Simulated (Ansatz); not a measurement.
## What each rung costs, and what it gives

The pair of NH4⁺ (SMILES [NH4+], atoms 1–5) and C2H2 (SMILES C#C, atoms 6–9), both closed shells, in one local arrangement (a lower one may exist), relaxed at PBE0-D4/def2-TZVP:

```tsv
atom	x (Å)	y (Å)	z (Å)
N1	0.0649	0.0742	-1.3920
H2	1.0076	-0.1716	-1.6986
H3	-0.6058	-0.5752	-1.8061
H4	-0.1545	1.0222	-1.7022
H5	0.0093	0.0214	-0.3431
C6	-0.1917	-0.6794	1.6638
C7	0.0336	0.4977	1.7387
H8	-0.3946	-1.7290	1.6663
H9	0.2311	1.5396	1.8732
```

Interaction energies are counterpoise-corrected; the time is that of the whole pair.

Computed with Ansatz 0.2.0 (basis: as named in each row); correlated methods freeze the cores. B3LYP uses VWN-RPA correlation. Extrapolation: Hartree–Fock as exp(−7.88 √X), correlation as X^−2.97.

Times are rough, for one single point on 2 threads of a shared host (Arm Neoverse V1).

The estimate by CCSD(T) at an estimated basis limit (MP2 extrapolated from triple and quadruple zeta, plus CCSD(T) − MP2 in triple zeta) is -0.505 eV.

| method | basis | time (s) | interaction energy (eV) | method less estimate |
| --- | --- | --- | --- | --- |
| HF | STO-3G | under 1 | -0.324 | 0.181 |
| PBE-D4 | STO-3G | under 1 | -0.600 | -0.096 |
| SPW92 | def2-SVP | under 1 | -0.664 | -0.160 |
| B3LYP-D4 | 6-31G | under 1 | -0.553 | -0.048 |
| PBE-D4 | def2-SVP | under 1 | -0.566 | -0.061 |
| PBE0-D4 | def2-SVP | under 1 | -0.535 | -0.030 |
| CCSD(T) | def2-SVP | 1 | -0.362 | 0.143 |
| PBE-D4 | def2-TZVPPD | 2 | -0.587 | -0.082 |
| revPBE-D4 | def2-TZVPPD | 2 | -0.563 | -0.059 |
| BLYP-D4 | def2-TZVPPD | 2 | -0.547 | -0.042 |
| wB97M-V | def2-SVP | 2 | -0.507 | -0.002 |
| PBE0-D4 | def2-TZVPPD | 3 | -0.573 | -0.069 |
| HSE06-D4 | def2-TZVPPD | 3 | -0.573 | -0.069 |
| B3LYP-D4 | def2-TZVPPD | 3 | -0.547 | -0.042 |
| r2SCAN-D4 | def2-TZVPPD | 4 | -0.555 | -0.050 |
| B2PLYP | def2-TZVPPD | 6 | -0.492 | 0.013 |
| wB97X-V | def2-TZVPPD | 6 | -0.526 | -0.022 |
| B97M-V | def2-TZVPPD | 8 | -0.535 | -0.030 |
| wB97M-V | def2-TZVPPD | 8 | -0.531 | -0.027 |
| MP2 | def2-QZVPPD | 20 | -0.510 | -0.005 |
| CCSD(T) | def2-TZVPPD | 54 | -0.481 | 0.024 |

No T1 diagnostic of these runs exceeds 0.014.
